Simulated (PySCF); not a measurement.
Compound: [ReOF5]-, F5ORe (charge -1 and doublet state).
SMILES: `[O]=[Re-]([F])([F])([F])([F])[F]`

Method used: PySCF, PBE0-D3(BJ)/def2-SVP geometry optimisation, gas phase, def2 core potentials past Kr.

Take the most abundant isotopes and a rigid rotor. 

(1) What are A, B and C (MHz)?

(2) What kind of rotor is it?

(3) What does the inertial defect say?

(4) Give the other two planar moments, Paa and Pbb, and the rms extents of the mass along the axes.

(5) Where do the R-branch lines fall?

(6) Estimate the classical rotational partition function at 25 K, 50 K and 500 K.

Results:

(1) Ia = 251.63, Ib = 251.83, Ic = 271.99 u·Å²; 505379 MHz·u·Å²/I gives A = 2008, B = 2007, C = 1858 MHz.

(2) An oblate symmetric top, as the point group C4v requires two equal moments; the computed ones differ by 0.08 % because the geometry is symmetric only within the optimiser's tolerance: κ = (2 × 2007 − 2008 − 1858)/(2008 − 1858) ≈ 0.98.

(3) Not planar: Δ = Ic − Ia − Ib = -231.48 u·Å². For a rigid frame Δ = −2 Σ m c², so Σ m c² = 115.74 u·Å² lies off the ab plane. The atom farthest from that plane is 1.85 Å away.

(4) Paa = Σ m a² = (Ib + Ic − Ia)/2 = 136.09 and Pbb = Σ m b² = (Ia + Ic − Ib)/2 = 135.90 u·Å². With the mass M = 297.94 u, the rms extents √(P/M) along a, b and c are 0.68, 0.68, 0.62 Å.

(5) The dipole of 1.23 D (about the centre of mass, as the species is charged) lies along the symmetry axis, so ΔK = 0 and J+1 ← J falls at 2B(J+1) for every K: 4.02 GHz, 8.03 GHz, 12.05 GHz, 16.06 GHz, 20.08 GHz for J = 0 to 4.

(6) Point group C4v, symmetry number σ = 4; q = (√π/σ)·√((kT/h)³/(ABC)), k/h = 20836.6 MHz/K: 1930 at 25 K, 5450 at 50 K, 172000 at 500 K.

For this open shell read J as N, the rotation without spin; fine and hyperfine splittings come on top. Whether it is a minimum is left open (no frequencies). ⟨S²⟩ = 0.757 (exact for a doublet: 0.75). The geometry's basis has no diffuse functions, a weakness for an anion. These are rigid-rotor constants of the computed structure; measured ground-state constants (B0) also hold zero-point vibration.
